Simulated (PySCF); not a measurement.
## Basis-set dependence of Al₂⁺ at CCSD(T)

PySCF, ROHF reference; doublet, unpaired electrons σ ↑; De to Al⁺ + Al without counterpoise correction. Frozen cores follow the default of each basis and core potential.

| basis | relativity | functions | Re (Å) | ωe (cm⁻¹) | De (eV) | frozen orbitals |
| --- | --- | --- | --- | --- | --- | --- |
| x2c-SVPall | spin-free X2C | 36 | 3.194 | 147 | 1.24 | 10 |
| 6-311G(d,p) | no relativity | 52 | 3.188 | 167 | 1.30 | 10 |
| def2-TZVPPD | no relativity | 96 | 3.197 | 173 | 1.39 | 10 |

Q: How does each smaller set differ from the one with most functions, def2-TZVPPD?

A: x2c-SVPall: -0.3 pm, -15.0 % in ωe, -0.15 eV in De; 6-311G(d,p): -0.9 pm, -3.5 % in ωe, -0.09 eV in De. All at CCSD(T); the set with most functions is neither the basis-set limit nor always the best. The rows treat relativity differently, so the differences are not basis effects alone.

Correlated steps freeze 10 core orbitals. Correlated levels converge slowly with the basis: in double zeta they bind strong bonds too weakly, by up to about 1 eV, and carry superposition errors of some tenths. The state is the lowest determinant that a PBE0 search found; another state may lie lower at other levels.
